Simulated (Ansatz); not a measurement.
**A barrier at the coupled-cluster level**

Start structure (SiN$_{2}$H$_{10}$, closed shell), relaxed at PBE0-D4/def2-TZVP:

```xyz
13
angstrom
Si -1.3942 -1.1830 0.8790
H -1.3301 -1.2893 -0.5988
H -1.7489 -2.5518 1.3760
H -0.0693 -0.8735 1.4738
H -2.4629 -0.2751 1.3536
H 0.2938 1.2262 -0.4691
N -0.6420 1.4056 -0.1039
H 1.9009 -0.5853 -0.2007
N 2.1007 0.1211 -0.8995
H -0.5714 2.1388 0.5909
H -1.2119 1.7632 -0.8605
H 3.0468 0.4446 -0.7404
H 2.0886 -0.3412 -1.8004
```

The step: SiH₄ + NH₃ + NH₃ → SiNH₅ ([NH2][SiH3]) + NH₃ + H₂; bonds formed: Si1–N7, H2–H8, H6–N9; bonds broken: Si1–H2, H6–N7, H8–N9. Program: Ansatz 0.2.0. Basis: def2-TZVPP and def2-QZVPP. Cores are frozen in the correlated methods. Extrapolation: Hartree–Fock as exp(−7.88 √X), correlation as X^−2.97. Energies below are by CCSD(T) at an estimated basis limit (MP2 extrapolated from triple and quadruple zeta, plus CCSD(T) − MP2 in triple zeta).

Q: What are the electronic barrier and the energy of the step, from the start structure to the end structure? (Judge from chemistry; the value comes from the calculation.)

A: Computed: Barrier 1.766 eV; step energy -0.172 eV (downhill); reverse barrier, their difference, 1.938 eV. Barrier and step energy count from the start structure, the reverse barrier from the end structure.

The saddle point: One imaginary mode of 587i cm⁻¹.
| pair | start (Å) | saddle (Å) | end (Å) |
| --- | --- | --- | --- |
| Si1–N7 | 2.87 | 1.84 | 1.71 |
| H2–H8 | 3.33 | 1.37 | 0.75 |
| H6–N9 | 2.16 | 1.13 | 1.01 |
| Si1–H2 | 1.48 | 1.73 | 4.17 |
| H6–N7 | 1.02 | 1.55 | 3.64 |
| H8–N9 | 1.01 | 1.10 | 3.21 |

Zero-point energy (harmonic, PBE0-D4): ZPE is 2.865 eV at the start and 2.846 eV at the saddle, so the barrier goes from 1.766 to 1.746 eV.

No T1 diagnostic of these runs exceeds 0.011.

Labels in which every atom is bracketed show which atoms are joined, not bond orders.

For scale, one of the runs: CCSD(T)/def2-TZVPP, 244 basis functions, launched by `ansatz run in.yaml --threads 4 --pin off --events-out ev --progress --plain --max-ram 9574MiB`. Time: 100 s of wall clock on 4 CPU threads of an Arm Neoverse V1; the host was shared. Peak host memory: 4.8 GiB.
